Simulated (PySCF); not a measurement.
**H2Cl2, a complex of two parts: interaction energy**

An exercise on one series of results from a longer session: the logs are not shown, and one member is left open.

Computed with PySCF 2.14.0; each step states its level. No surroundings beyond the atoms listed, unless a continuum is named. Atoms count from 0, parts from 1.

## Starting point

4 atoms, charge 0, multiplicity 1; geometry: GFN2-xTB. Parts: 1 = atoms 0–1, `Cl`, charge 0; 2 = atoms 2–3, `Cl`, charge 0.

The first run:

The job: settings as JSON, then the geometry in Å.

```
{"job": {"xc": "PBE0", "basis": "def2-TZVPD", "d3": "d3bj", "grid": 3, "kind": "geom", "shake": 0.01}, "charge": 0, "multiplicity": 1, "parts": [{"atoms": "0-1", "charge": 0, "multiplicity": 1}, {"atoms": "2-3", "charge": 0, "multiplicity": 1}]}
Cl     0.185373     0.404052     0.142801
H      0.056380    -0.854036     0.232389
Cl    -0.245083    -2.973258     1.034834
H     -0.345339    -2.375076     2.162401
```

Launch:

```sh
OMP_NUM_THREADS=1 python cluster_run.py task.json out
```

The driver reads the jobs from task.json and runs them one after another.

Among the steps run: Geometry optimisation at PBE0-D3(BJ)/def2-TZVPD; Coupled-cluster interaction energy: CCSD(T) and MP2, 2.46 Å; Coupled-cluster interaction energy: CCSD(T) and MP2, 2.58 Å; Coupled-cluster interaction energy: CCSD(T) and MP2, 2.71 Å; Coupled-cluster interaction energy: CCSD(T) and MP2, 2.34 Å; Coupled-cluster interaction energy: CCSD(T) and MP2, 3.07 Å; Coupled-cluster interaction energy: CCSD(T) and MP2, 2.21 Å; Coupled-cluster interaction energy: CCSD(T) and MP2, 3.69 Å; Coupled-cluster interaction energy: CCSD(T) and MP2, 4.92 Å.

One of the session's tables, all rows but one given; the rest of the session is left out.

It belongs to the step «Coupled-cluster interaction energy: CCSD(T) and MP2, 4.92 Å». 

```
                 method  interaction energy (kcal/mol)
         HF/aug-cc-pVDZ                         -0.199
        MP2/aug-cc-pVDZ                         -0.240
       CCSD/aug-cc-pVDZ                         -0.219
    CCSD(T)/aug-cc-pVDZ                         -0.223
         HF/aug-cc-pVQZ                              ?
        MP2/aug-cc-pVQZ                         -0.239
    SCS-MP2/aug-cc-pVQZ                         -0.221
      MP2, extrapolated                         -0.242
CCSD(T), limit estimate                         -0.225
```

**Question.** Estimate the row for HF/aug-cc-pVQZ.

**Answer.** interaction energy (kcal/mol): -0.188. In the column «interaction energy (kcal/mol)» it is the highest.
